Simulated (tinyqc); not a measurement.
Worked calculation (part 2 of 2): ROHF in the sto-6g basis, for CH, spin multiplicity 4. Computed by tinyqc, a small Python program that keeps every step (integrals from PySCF). Command: `OMP_NUM_THREADS=1 python tinyqc.py 27219 27220 out.jsonl` (the two numbers bound the seeds that draw the settings). One thread of a shared host (Intel(R) Xeon(R) Processor @ 2.60GHz), about 0.09 s of CPU time with the checks.

Geometry (angstrom):
```
atom         x         y         z
C     0.000000  0.000000  0.000000
H     0.000000  0.000000  1.210000
```

## Iteration 2: diagonalisation and new density

extrapolated F (hartree):
```
             1C 1s      1C 2s    1C 2px    1C 2py     1C 2pz      2H 1s
1C 1s   -11.102601  -2.835336  0.000000  0.000000  -0.008213  -0.587150
1C 2s    -2.835336  -1.189108  0.000000  0.000000  -0.122204  -0.603769
1C 2px    0.000000   0.000000  0.011455  0.000000   0.000000   0.000000
1C 2py    0.000000   0.000000  0.000000  0.011455   0.000000   0.000000
1C 2pz   -0.008213  -0.122204  0.000000  0.000000  -0.092535  -0.447212
2H 1s    -0.587150  -0.603769  0.000000  0.000000  -0.447212  -0.399689
```

X:
```
            1C 1s      1C 2s    1C 2px    1C 2py     1C 2pz      2H 1s
1C 1s    1.024261  -0.135664  0.000000  0.000000  -0.009070   0.022241
1C 2s   -0.135664   1.120746  0.000000  0.000000   0.095241  -0.285618
1C 2px   0.000000   0.000000  1.000000  0.000000   0.000000   0.000000
1C 2py   0.000000   0.000000  0.000000  1.000000   0.000000   0.000000
1C 2pz  -0.009070   0.095241  0.000000  0.000000   1.092993  -0.279847
2H 1s    0.022241  -0.285618  0.000000  0.000000  -0.279847   1.187376
```

Diagonalise F' = X^T F X, C = X C', fill 5 alpha and 2 beta electrons from the bottom; D(s) = C_occ C_occ^T. Each column has its largest component positive (the first on a tie).

F' = X^T F X (hartree):
```
            1          2         3         4          5          6
1  -10.905060  -1.445788  0.000000  0.000000  -0.016928  -0.080046
2   -1.445788  -0.529701  0.000000  0.000000   0.067215  -0.427788
3    0.000000   0.000000  0.011455  0.000000   0.000000   0.000000
4    0.000000   0.000000  0.000000  0.011455   0.000000   0.000000
5   -0.016928   0.067215  0.000000  0.000000   0.128854  -0.498436
6   -0.080046  -0.427788  0.000000  0.000000  -0.498436   0.019050
```

orbital energies (hartree): MO1 -11.104474, MO2 -0.683081, MO3 -0.186974, MO4 0.011455, MO5 0.011455, MO6 0.687671

coefficients C:
```
              MO1        MO2        MO3        MO4       MO5        MO6
1C 1s    0.996497  -0.185758  -0.173933   0.000000  0.000000   0.101627
1C 2s    0.014527   0.626588   0.765246   0.000000  0.000000  -0.621851
1C 2px   0.000000   0.000000   0.000000   0.956891  0.290446   0.000000
1C 2py   0.000000   0.000000   0.000000  -0.290446  0.956891   0.000000
1C 2pz   0.001833   0.252939  -0.585721   0.000000  0.000000  -0.935441
2H 1s   -0.002399   0.471357  -0.400590   0.000000  0.000000   1.089767
```

D(alpha) after iteration 2:
```
            1C 1s      1C 2s    1C 2px    1C 2py     1C 2pz      2H 1s
1C 1s    1.057765  -0.235020  0.000000  0.000000   0.056717  -0.020274
1C 2s   -0.235020   0.978425  0.000000  0.000000  -0.289706  -0.011238
1C 2px   0.000000   0.000000  1.000000  0.000000   0.000000   0.000000
1C 2py   0.000000   0.000000  0.000000  1.000000   0.000000   0.000000
1C 2pz   0.056717  -0.289706  0.000000  0.000000   0.407051   0.353854
2H 1s   -0.020274  -0.011238  0.000000  0.000000   0.353854   0.382656
```

D(beta) after iteration 2:
```
            1C 1s      1C 2s    1C 2px    1C 2py     1C 2pz      2H 1s
1C 1s    1.027512  -0.101918  0.000000  0.000000  -0.045159  -0.089950
1C 2s   -0.101918   0.392823  0.000000  0.000000   0.158515   0.295312
1C 2px   0.000000   0.000000  0.000000  0.000000   0.000000   0.000000
1C 2py   0.000000   0.000000  0.000000  0.000000   0.000000   0.000000
1C 2pz  -0.045159   0.158515  0.000000  0.000000   0.063981   0.119220
2H 1s   -0.089950   0.295312  0.000000  0.000000   0.119220   0.222183
```

Within a degenerate level the vectors are fixed only up to a rotation; this is one choice.

## Iteration 3: building the Fock matrix

core Hamiltonian H = T + V (hartree):
```
             1C 1s      1C 2s     1C 2px     1C 2py     1C 2pz      2H 1s
1C 1s   -18.376657  -4.217585   0.000000   0.000000  -0.014505  -0.859119
1C 2s    -4.217585  -5.097971   0.000000   0.000000  -0.147662  -1.907577
1C 2px    0.000000   0.000000  -4.076468   0.000000   0.000000   0.000000
1C 2py    0.000000   0.000000   0.000000  -4.076468   0.000000   0.000000
1C 2pz   -0.014505  -0.147662   0.000000   0.000000  -4.179802  -1.660338
2H 1s    -0.859119  -1.907577   0.000000   0.000000  -1.660338  -3.060374
```

Two-electron integrals (ij|kl) in chemists' order, unique and non-zero (hartree):
```
(11|11) 3.543743   (21|11) 0.529462   (21|21) 0.100317   (22|11) 0.853596
(22|21) 0.199930   (22|22) 0.624844   (31|31) 0.021271   (32|31) 0.031868
(32|32) 0.138108   (33|11) 0.853598   (33|21) 0.199930   (33|22) 0.624843
(33|33) 0.673218   (41|41) 0.021271   (42|41) 0.031868   (42|42) 0.138108
(43|43) 0.036281   (44|11) 0.853598   (44|21) 0.199930   (44|22) 0.624843
(44|33) 0.600655   (44|44) 0.673218   (51|51) 0.021271   (52|51) 0.031868
(52|52) 0.138108   (53|53) 0.036281   (54|54) 0.036281   (55|11) 0.853598
(55|21) 0.199930   (55|22) 0.624843   (55|33) 0.600655   (55|44) 0.600655
(55|55) 0.673218   (61|11) 0.112549   (61|21) 0.020532   (61|22) 0.040265
(61|33) 0.040113   (61|44) 0.040113   (61|51) 0.001347   (61|52) 0.002611
(61|55) 0.040569   (61|61) 0.004321   (62|11) 0.274809   (62|21) 0.065350
(62|22) 0.225569   (62|33) 0.220168   (62|44) 0.220168   (62|51) 0.006649
(62|52) 0.044761   (62|55) 0.236371   (62|61) 0.013813   (62|62) 0.108655
(63|31) 0.006928   (63|32) 0.035653   (63|53) 0.008686   (63|63) 0.013054
(64|41) 0.006928   (64|42) 0.035653   (64|54) 0.008686   (64|64) 0.013054
(65|11) 0.238961   (65|21) 0.057611   (65|22) 0.210499   (65|33) 0.200043
(65|44) 0.200043   (65|51) 0.011946   (65|52) 0.073945   (65|55) 0.231412
(65|61) 0.012753   (65|62) 0.120301   (65|65) 0.143759   (66|11) 0.431128
(66|21) 0.104518   (66|22) 0.409766   (66|33) 0.388394   (66|44) 0.388394
(66|51) 0.013067   (66|52) 0.118270   (66|55) 0.452511   (66|61) 0.022454
(66|62) 0.253068   (66|65) 0.309166   (66|66) 0.774999
```

nuclear repulsion = 2.62401923 hartree

J_ij = sum D_kl (ij|kl) with D = D(alpha) + D(beta), K_ij = sum D_kl (ik|jl) for each spin; F = H + J - K(s); E = tr D H + tr D J / 2 - 0.5 sum_s tr D(s) K(s) + E_nn.

Coulomb J (hartree):
```
            1C 1s     1C 2s    1C 2px    1C 2py    1C 2pz     2H 1s
1C 1s   10.930834  1.954990  0.000000  0.000000  0.014817  0.407295
1C 2s    1.954990  4.612368  0.000000  0.000000  0.130852  1.703987
1C 2px   0.000000  0.000000  4.599307  0.000000  0.000000  0.000000
1C 2py   0.000000  0.000000  0.000000  4.599307  0.000000  0.000000
1C 2pz   0.014817  0.130852  0.000000  0.000000  4.638490  1.626638
2H 1s    0.407295  1.703987  0.000000  0.000000  1.626638  3.249783
```

exchange K(alpha) (hartree):
```
           1C 1s      1C 2s    1C 2px    1C 2py     1C 2pz     2H 1s
1C 1s   3.646515   0.609570  0.000000  0.000000   0.000380  0.134881
1C 2s   0.609570   1.021468  0.000000  0.000000  -0.056216  0.421502
1C 2px  0.000000   0.000000  0.876977  0.000000   0.000000  0.000000
1C 2py  0.000000   0.000000  0.000000  0.876977   0.000000  0.000000
1C 2pz  0.000380  -0.056216  0.000000  0.000000   0.705882  0.393783
2H 1s   0.134881   0.421502  0.000000  0.000000   0.393783  0.629517
```

exchange K(beta) (hartree):
```
           1C 1s     1C 2s    1C 2px    1C 2py    1C 2pz     2H 1s
1C 1s   3.567244  0.536180  0.000000  0.000000  0.002498  0.115157
1C 2s   0.536180  0.472898  0.000000  0.000000  0.243797  0.368538
1C 2px  0.000000  0.000000  0.096717  0.000000  0.000000  0.000000
1C 2py  0.000000  0.000000  0.000000  0.096717  0.000000  0.000000
1C 2pz  0.002498  0.243797  0.000000  0.000000  0.241330  0.287557
2H 1s   0.115157  0.368538  0.000000  0.000000  0.287557  0.481830
```

F(alpha) (hartree):
```
             1C 1s      1C 2s     1C 2px     1C 2py     1C 2pz      2H 1s
1C 1s   -11.092338  -2.872164   0.000000   0.000000  -0.000069  -0.586704
1C 2s    -2.872164  -1.507071   0.000000   0.000000   0.039406  -0.625092
1C 2px    0.000000   0.000000  -0.354137   0.000000   0.000000   0.000000
1C 2py    0.000000   0.000000   0.000000  -0.354137   0.000000   0.000000
1C 2pz   -0.000069   0.039406   0.000000   0.000000  -0.247195  -0.427483
2H 1s    -0.586704  -0.625092   0.000000   0.000000  -0.427483  -0.440108
```

F(beta) (hartree):
```
             1C 1s      1C 2s    1C 2px    1C 2py     1C 2pz      2H 1s
1C 1s   -11.013068  -2.798775  0.000000  0.000000  -0.002187  -0.566980
1C 2s    -2.798775  -0.958501  0.000000  0.000000  -0.260607  -0.572127
1C 2px    0.000000   0.000000  0.426123  0.000000   0.000000   0.000000
1C 2py    0.000000   0.000000  0.000000  0.426123   0.000000   0.000000
1C 2pz   -0.002187  -0.260607  0.000000  0.000000   0.217358  -0.321257
2H 1s    -0.566980  -0.572127  0.000000  0.000000  -0.321257  -0.292421
```

total energy of this density = -38.15554729 hartree

## Iteration 3: Roothaan effective Fock matrix

overlap S:
```
           1C 1s     1C 2s    1C 2px    1C 2py    1C 2pz     2H 1s
1C 1s   1.000000  0.243228  0.000000  0.000000  0.000000  0.049092
1C 2s   0.243228  1.000000  0.000000  0.000000  0.000000  0.424713
1C 2px  0.000000  0.000000  1.000000  0.000000  0.000000  0.000000
1C 2py  0.000000  0.000000  0.000000  1.000000  0.000000  0.000000
1C 2pz  0.000000  0.000000  0.000000  0.000000  1.000000  0.423855
2H 1s   0.049092  0.424713  0.000000  0.000000  0.423855  1.000000
```

With projectors Pc = D(beta) S, Po = (D(alpha) - D(beta)) S, Pv = 1 - D(alpha) S, the block xy is Px^T F Py; with Fc = (F(alpha) + F(beta))/2, the blocks are Fc for cc, oo, vv and cv, F(beta) for co and F(alpha) for ov.

effective F (hartree):
```
             1C 1s      1C 2s    1C 2px    1C 2py     1C 2pz      2H 1s
1C 1s   -11.053009  -2.824717  0.000000  0.000000  -0.017009  -0.584065
1C 2s    -2.824717  -1.148858  0.000000  0.000000  -0.137590  -0.592985
1C 2px    0.000000   0.000000  0.035993  0.000000   0.000000   0.000000
1C 2py    0.000000   0.000000  0.000000  0.035993   0.000000   0.000000
1C 2pz   -0.017009  -0.137590  0.000000  0.000000  -0.097908  -0.434795
2H 1s    -0.584065  -0.592985  0.000000  0.000000  -0.434795  -0.403369
```

## Iteration 3: DIIS over 3 matrices

error matrix X^T (FDS - SDF) X:
```
           1          2         3         4         5          6
1   0.000000   0.004264  0.000000  0.000000  0.014902  -0.015137
2  -0.004264   0.000000  0.000000  0.000000  0.007316   0.017808
3   0.000000   0.000000  0.000000  0.000000  0.000000   0.000000
4   0.000000   0.000000  0.000000  0.000000  0.000000   0.000000
5  -0.014902  -0.007316  0.000000  0.000000  0.000000  -0.005902
6   0.015137  -0.017808  0.000000  0.000000  0.005902   0.000000
```

B (overlaps of the stored error matrices):
```
               1              2              3
1  1.1547228e+00  2.3994751e-01  1.3406400e-02
2  2.3994751e-01  8.7428102e-02  3.1360147e-03
3  1.3406400e-02  3.1360147e-03  1.7497192e-03
```

Minimise |sum c_i e_i|^2 with sum c_i = 1: solve [B -1; -1 0][c; lambda] = [0; -1] with B_ij = tr e_i^T e_j, and take F = sum c_i F_i.

DIIS coefficients: -0.015230  0.024639  0.990590

extrapolated F (hartree):
```
             1C 1s      1C 2s    1C 2px    1C 2py     1C 2pz      2H 1s
1C 1s   -11.059647  -2.826125  0.000000  0.000000  -0.016851  -0.584400
1C 2s    -2.826125  -1.151094  0.000000  0.000000  -0.136317  -0.594367
1C 2px    0.000000   0.000000  0.033067  0.000000   0.000000   0.000000
1C 2py    0.000000   0.000000  0.000000  0.033067   0.000000   0.000000
1C 2pz   -0.016851  -0.136317  0.000000  0.000000  -0.099383  -0.436627
2H 1s    -0.584400  -0.594367  0.000000  0.000000  -0.436627  -0.405031
```

## Iteration 3: diagonalisation and new density

As before.

F' = X^T F X (hartree):
```
            1          2         3         4          5          6
1  -10.861671  -1.447445  0.000000  0.000000  -0.024500  -0.076978
2   -1.447445  -0.493633  0.000000  0.000000   0.047166  -0.418180
3    0.000000   0.000000  0.033067  0.000000   0.000000   0.000000
4    0.000000   0.000000  0.000000  0.033067   0.000000   0.000000
5   -0.024500   0.047166  0.000000  0.000000   0.110859  -0.474682
6   -0.076978  -0.418180  0.000000  0.000000  -0.474682  -0.001427
```

orbital energies (hartree): MO1 -11.061603, MO2 -0.667177, MO3 -0.158017, MO4 0.033067, MO5 0.033067, MO6 0.640925

coefficients C:
```
              MO1        MO2        MO3       MO4        MO5        MO6
1C 1s    0.996425  -0.179339  -0.179085  0.000000   0.000000   0.104860
1C 2s    0.014935   0.596643   0.780971  0.000000   0.000000  -0.631667
1C 2px   0.000000   0.000000   0.000000  0.837890  -0.545838   0.000000
1C 2py   0.000000   0.000000   0.000000  0.545838   0.837890   0.000000
1C 2pz   0.002896   0.270461  -0.585520  0.000000   0.000000  -0.930650
2H 1s   -0.003039   0.489180  -0.372713  0.000000   0.000000   1.091800
```

D(alpha) after iteration 3:
```
            1C 1s      1C 2s    1C 2px    1C 2py     1C 2pz      2H 1s
1C 1s    1.057097  -0.231980  0.000000  0.000000   0.059239  -0.024011
1C 2s   -0.231980   0.966121  0.000000  0.000000  -0.295862   0.000743
1C 2px   0.000000   0.000000  1.000000  0.000000   0.000000   0.000000
1C 2py   0.000000   0.000000  0.000000  1.000000   0.000000   0.000000
1C 2pz   0.059239  -0.295862  0.000000  0.000000   0.415991   0.350526
2H 1s   -0.024011   0.000743  0.000000  0.000000   0.350526   0.378221
```

D(beta) after iteration 3:
```
            1C 1s      1C 2s    1C 2px    1C 2py     1C 2pz      2H 1s
1C 1s    1.025026  -0.092120  0.000000  0.000000  -0.045618  -0.090758
1C 2s   -0.092120   0.356206  0.000000  0.000000   0.161412   0.291820
1C 2px   0.000000   0.000000  0.000000  0.000000   0.000000   0.000000
1C 2py   0.000000   0.000000  0.000000  0.000000   0.000000   0.000000
1C 2pz  -0.045618   0.161412  0.000000  0.000000   0.073157   0.132295
2H 1s   -0.090758   0.291820  0.000000  0.000000   0.132295   0.239306
```

Within a degenerate level the vectors are fixed only up to a rotation; this is one choice.

## Iteration 8 (converged): orbitals

converged F (hartree):
```
             1C 1s      1C 2s    1C 2px    1C 2py     1C 2pz      2H 1s
1C 1s   -11.061742  -2.826197  0.000000  0.000000  -0.017417  -0.583867
1C 2s    -2.826197  -1.138777  0.000000  0.000000  -0.131131  -0.584420
1C 2px    0.000000   0.000000  0.033746  0.000000   0.000000   0.000000
1C 2py    0.000000   0.000000  0.000000  0.033746   0.000000   0.000000
1C 2pz   -0.017417  -0.131131  0.000000  0.000000  -0.110906  -0.437332
2H 1s    -0.583867  -0.584420  0.000000  0.000000  -0.437332  -0.397583
```

As before.

F' = X^T F X (hartree):
```
            1          2         3         4          5          6
1  -10.863631  -1.448851  0.000000  0.000000  -0.025759  -0.076992
2   -1.448851  -0.482842  0.000000  0.000000   0.051230  -0.412307
3    0.000000   0.000000  0.033746  0.000000   0.000000   0.000000
4    0.000000   0.000000  0.000000  0.033746   0.000000   0.000000
5   -0.025759   0.051230  0.000000  0.000000   0.098782  -0.474799
6   -0.076992  -0.412307  0.000000  0.000000  -0.474799   0.003762
```

orbital energies (hartree): MO1 -11.063690, MO2 -0.654760, MO3 -0.164299, MO4 0.033746, MO5 0.033746, MO6 0.638820

coefficients C:
```
              MO1        MO2        MO3       MO4        MO5        MO6
1C 1s    0.996436  -0.176764  -0.180843  0.000000   0.000000   0.106106
1C 2s    0.014913   0.585944   0.784723  0.000000   0.000000  -0.637010
1C 2px   0.000000   0.000000   0.000000  0.927975  -0.372641   0.000000
1C 2py   0.000000   0.000000   0.000000  0.372641   0.927975   0.000000
1C 2pz   0.002981   0.280491  -0.588773  0.000000   0.000000  -0.925615
2H 1s   -0.003136   0.493026  -0.356787  0.000000   0.000000   1.095385
```

D(alpha) after iteration 8:
```
            1C 1s      1C 2s    1C 2px    1C 2py     1C 2pz      2H 1s
1C 1s    1.056834  -0.230626  0.000000  0.000000   0.059865  -0.025752
1C 2s   -0.230626   0.959342  0.000000  0.000000  -0.297627   0.008860
1C 2px   0.000000   0.000000  1.000000  0.000000   0.000000   0.000000
1C 2py   0.000000   0.000000  0.000000  1.000000   0.000000   0.000000
1C 2pz   0.059865  -0.297627  0.000000  0.000000   0.425337   0.348346
2H 1s   -0.025752   0.008860  0.000000  0.000000   0.348346   0.370381
```

D(beta) after iteration 8:
```
            1C 1s      1C 2s    1C 2px    1C 2py     1C 2pz      2H 1s
1C 1s    1.024130  -0.088714  0.000000  0.000000  -0.046611  -0.090274
1C 2s   -0.088714   0.343552  0.000000  0.000000   0.164396   0.288838
1C 2px   0.000000   0.000000  0.000000  0.000000   0.000000   0.000000
1C 2py   0.000000   0.000000  0.000000  0.000000   0.000000   0.000000
1C 2pz  -0.046611   0.164396  0.000000  0.000000   0.078684   0.138280
2H 1s   -0.090274   0.288838  0.000000  0.000000   0.138280   0.243084
```

Within a degenerate level the vectors are fixed only up to a rotation; this is one choice.

## Convergence

Stop when the energy changes by less than 1e-09 hartree and every element of the error matrix X^T (F D S - S D F) X is below 9e-06.

Course of the cycle:
```
iteration   E (hartree)     change  largest element of the error matrix
1          -37.56121996          -                             5.11e-01
2          -38.12620547  -5.65e-01                             1.62e-01
3          -38.15554729  -2.93e-02                             1.78e-02
4          -38.15654050  -9.93e-04                             5.93e-03
5          -38.15664707  -1.07e-04                             1.65e-03
6          -38.15665309  -6.02e-06                             2.51e-05
7          -38.15665310  -1.83e-09                             8.31e-07
8          -38.15665310  -6.11e-13                             2.47e-08
```

PySCF ROHF in the same basis = -38.15665310 hartree

Converged in 8 iterations.

## Populations, bond orders and dipole

Mulliken: Z minus the diagonal of D S on the atom; Loewdin: the same with S^(1/2) D S^(1/2); Mayer order: 2 sum_s sum (D(s) S)_ij (D(s) S)_ji over the two atoms.

Charges (e):
```
atom   Mulliken    Loewdin  Mulliken spin
1C    -0.059535  -0.041674       2.899408
2H     0.059535   0.041674       0.100592
```

Mayer bond orders:
```
pair     order
2-1   0.986337
```

dipole moment about the origin, x y z (debye): 0.000000  0.000000  0.081193
